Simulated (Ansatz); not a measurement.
# BeH+ (singlet): the correlation ladder, cc-pVQZ

The task here is to estimate one member of a computed series from the others.

The runs use Ansatz 0.2.0, Gaussian basis; cc-pVQZ, core rule «outside noble gas», up to 1 orbitals frozen.

To be run: UHF; CCSD(T) on RHF; BCCD(T) on RHF; Full CI.

21 further runs of the same task are left out: 9 for a known fault of the program, 4 that didn't finish, 8 set aside as unsound or not needed.

**The system**

The geometry is a PBE0/def2-TZVP stationary point (not a proven minimum) of the parent state, kept for this charge and spin.

2 atoms, charge 1, spin multiplicity 1.

Atoms are counted from 1 here; the program's logs count them from 0.

Bond lengths: Be1–H2 1.356 Å.

Geometry (Å):

```xyz
2
BeH
Be    0.00000    0.00000    0.00000
H     0.00000    0.00000    1.35600
```

The first run:

The input, in.yaml:

```yaml
crystal:
  periodic: [false, false, false]
  atoms:
    - {symbol: Be, position_ang: [0.000000, 0.000000, 0.000000]}
    - {symbol: H, position_ang: [0.000000, 0.000000, 1.356000]}
basis:
  gaussian: {orbitals: cc-pVQZ}
total_charge: 1
magnetization: {spin_polarized: true, initial_magnetization: 0}
hamiltonian: {xc: hf}
output: {orbitals: {seedname: orbitals}}
```

The run is started by

```sh
> ansatz run in.yaml --threads 1 --pin off --events-out ev --progress --plain --max-ram 2393MiB
```

Steps of the session up to this table: UHF; CCSD(T) on RHF; BCCD(T) on RHF; Full CI.

One table of the session follows, with a row left open; its other results are not shown here.

| method | from FCI (meV) |
| --- | --- |
| RHF | ? |
| RMP2 | +229.0 |
| RCCSD | 0.0 |
| RCCSD(T) | 0.0 |
| BCCD(T) | 0.0 |
| FCI | 0 |

Q: Estimate the row for RHF from the others.

**Answer.** from FCI (meV): +1085.7. In the column «from FCI (meV)» it is the highest.
